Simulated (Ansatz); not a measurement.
PBE's record on a set of fcc solids

PBE against measured values, property by property (Ansatz, a quantum-chemistry and plane-wave program). The last column gives the other level that did best, with its mean absolute difference against PBE's on the solids that both have (their number in brackets).

```
property            solids  mean difference  mean (median) absolute difference                    sign                                              best other level
------------------  ------  ---------------  ---------------------------------  ----------------------  ------------------------------------------------------------
bulk modulus            11           -9.7 %                       10.2 % (7.2)          1 high, 10 low                             PBEsol: 6.4 % against 10.2 % (11)
cohesive energy          8    -0.06 eV/atom                0.14 eV/atom (0.08)  2 high, 4 low, 2 equal  r²SCAN: 0.20 eV/atom against 0.14 eV/atom (8), no clear gain
lattice constant a      12          +1.13 %                      1.25 % (1.00)          10 high, 2 low                      r²SCAN+rVV10: 0.57 % against 1.25 % (12)
```

Solids in one row or more: fcc Ag, fcc Al, fcc Au, fcc Ca, fcc Cu, fcc Ir, fcc Ni, fcc Pb, fcc Pd, fcc Pt, fcc Rh, fcc Sr. Levels weighed for the last column, where run on half the solids or more at the same kind of cell (single points on PBE's cell aren't): HSE06, LDA, PBE-D3(BJ), PBE0, PBEsol, r²SCAN, r²SCAN+rVV10.

On these sets a large gain over PBE shows for the lattice constant a (r²SCAN+rVV10).

References are for low temperature or a static lattice.

Solids of the class with a measured value and a result at some level that aren't in a row (solids kept for tests aside; warm or disputed references, doubts on the run, spin–orbit coupling left out, not run): bulk modulus 1, cohesive energy 4, lattice constant a 0; these can be a level's worst cases. Cells are each level's own unless a row says otherwise.

Ansatz's density-functional and Hartree–Fock values are scalar-relativistic unless marked +SOC, with PAW data made under PBE.

References as tabulated in Mejia-Rodriguez and Trickey (2018), arXiv:1807.09216; Levämäki et al. (2014), arXiv:1402.3671; Csonka et al. (2009), arXiv:0903.4037; doi:10.1021/acs.jctc.3c00612 and others.
